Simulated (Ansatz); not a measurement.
Zinc-blende HgS (metastable phase), treated with PBE0 in Ansatz (plane waves, PAW).

Numerical settings: plane-wave cutoff 460 eV, 8×8×8 k mesh, Fermi–Dirac smearing 0.01 eV, scalar-relativistic PAW data made under PBE.

The direct gap at Γ against volume; x = 100 ln(V/25.920 Å³). One gap is withheld.

```
V (Å³/atom)      x  gap (eV)
-----------  -----  --------
24.624       -5.13         ?
25.489       -1.68     0.953
25.920        0.00     0.922
26.569        2.47     0.875
27.217        4.88     0.828
```

Fit a straight line to the rows shown, give the volume deformation potential and predict the withheld gap.

Means of the 4 rows: x̄ = 1.417, ȳ = 0.8945 eV. Σ(x − x̄)(y − ȳ) = -0.4710 and Σ(x − x̄)² = 24.700, so the slope is -0.0191 eV per unit of x, and dE_g/d ln V = -1.9 eV. At x = -5.13: 0.8945 + (-0.0191) × (-5.13 − (1.417)) = 1.020 eV. The run gives 1.014 eV, 0.006 eV below the line, as the curve bends the same way over all rows.

Spin–orbit coupling is not included.

Ansatz is a quantum-chemistry and plane-wave program.
